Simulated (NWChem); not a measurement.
ethanol (C$_{2}$H$_{6}$O); SMILES OCC

```xyz
9

C      0.2487    -1.2036     0.0330
C     -0.5415     0.0900    -0.0189
O      0.2657     1.2331     0.0847
H     -0.4167    -2.0808     0.0084
H      0.8528    -1.2501     0.9518
H      0.9345    -1.2858    -0.8272
H     -1.1654     0.1124    -0.9364
H     -1.2425     0.1340     0.8303
H      0.8768     1.2319    -0.6592
```
Atoms are numbered in this order, from 1.

All runs: NWChem. Coordinates come from a PBE0/def2-SVP optimisation. Atomic charges in e: unrestrained fits to the electrostatic potential beside Mulliken populations; buried atoms are poorly determined by the fit.

Question: Predict the results for B3LYP/def2-SVP. Quantities: ESP C1; Mulliken C1; ESP C2; Mulliken C2; ESP O3; Mulliken O3; relative RMS misfit of the potential (%).

Answer: 
```json
{
  "ESP C1": "-0.20",
  "Mulliken C1": "-0.04",
  "ESP C2": "0.51",
  "Mulliken C2": "0.17",
  "ESP O3": "-0.65",
  "Mulliken O3": "-0.32",
  "relative RMS misfit of the potential (%)": "26"
}
```
